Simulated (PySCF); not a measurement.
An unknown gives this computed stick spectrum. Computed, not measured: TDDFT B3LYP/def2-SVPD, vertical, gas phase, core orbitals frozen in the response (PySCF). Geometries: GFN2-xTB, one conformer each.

| state | λ (nm) | f |
| --- | --- | --- |
| S1 | 155.4 | 0.017 |
| S2 | 147.2 | 0.0061 |
| S3 | 142.9 | 0.017 |
| S4 | 141.8 | 0.035 |
| S5 | 140.5 | 0.050 |
| S6 | 138.2 | 0.017 |
| S7 | 136.0 | 0.017 |
| S8 | 133.4 | 0.0067 |

Triplets computed (Tamm–Dancoff): 7.78, 8.19, 8.37 eV.

Question: Which candidate is it?
A. `O=C=C/C=C\F`
B. `O=C1C=C(F)C1`
C. `CO[C@H](F)CF`
D. `O=C=C/C=C/F`

Answer: C. Its S1, at 7.98 eV, is the highest among the candidates; the nearest of the others has S1 at 4.16 eV. S1 is HOMO→LUMO (98%). Löwdin shares by element: HOMO oxygen 60%, carbon 18% or more, hydrogen 6% or more (atoms not listed hold the other 16%); LUMO carbon 41% or more, hydrogen 20% or more (atoms not listed hold the other 39%). At the same level the other candidates give, for their lowest levels:
- `O=C1C=C(F)C1`: 298 nm (f 0.000); 202 nm (f 0.148); 196 nm (f 0.001); 186 nm (f 0.019); 170 nm (f 0.006); T1 3.73 eV; HOMO -7.40, LUMO -1.67 eV
- `O=C=C/C=C/F`: 401 nm (f 0.000); 223 nm (f 0.002); 214 nm (f 0.466); 206 nm (f 0.001); 201 nm (f 0.000); T1 2.79 eV; HOMO -6.22, LUMO -1.69 eV
- `O=C=C/C=C\F`: 387 nm (f 0.000); 226 nm (f 0.000); 211 nm (f 0.538); 202 nm (f 0.000); 199 nm (f 0.017); T1 2.90 eV; HOMO -6.27, LUMO -1.62 eV

The values belong to the conformer `[CH3:1][O:2][C@H:3]([F:4])[CH2:5][F:6]`: C1–O2–C3–F4 -69°, O2–C3–C5–F6 -91°.
